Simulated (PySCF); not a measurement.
**Na₃: from structure and modes to constants**

Level of theory: UPBE0 in PySCF with Na def2-TZVP; no relativity; density-fitted integrals.

The doublet minimum has C2v symmetry. Masses (u): Na 22.98977.

```xyz
3
charge 0 multiplicity 2, angstrom
Na    0.0000   -1.6398    0.0000
Na    2.1354    0.8199    0.0000
Na   -2.1354    0.8199    0.0000
```

Harmonic wavenumbers (cm⁻¹): 47.0 (a1, ×1), 98.9 (b2, ×1), 139.9 (a1, ×1).

Task: Find the principal moments of inertia and the rotational constants. What kind of rotor is it?

Result: About the centre of mass I = 92.722, 209.66, 302.38 u Å². With B = 16.8576/I this gives 0.1818, 0.0804, 0.05575 cm⁻¹. The molecule is an asymmetric top with κ = -0.61.

Task: Find the vibrational entropy and heat capacity at 298.15 K.

Result: With u = 1.43878 ω/T, each mode gives S = R[u/(eᵘ−1) − ln(1−e⁻ᵘ)] and C = R u² eᵘ/(eᵘ−1)².
```tsv
ω (cm⁻¹)	u	S (J/(mol K))	C (J/(mol K))
47.0	0.227	20.67	8.28
98.9	0.477	14.54	8.16
139.9	0.675	11.74	8.01
```
The sums over all modes are S = 46.9 and C = 24.4 J/(mol K); the softest mode gives 44 % of the entropy.

Only a few start shapes were tried, so a lower isomer may exist.
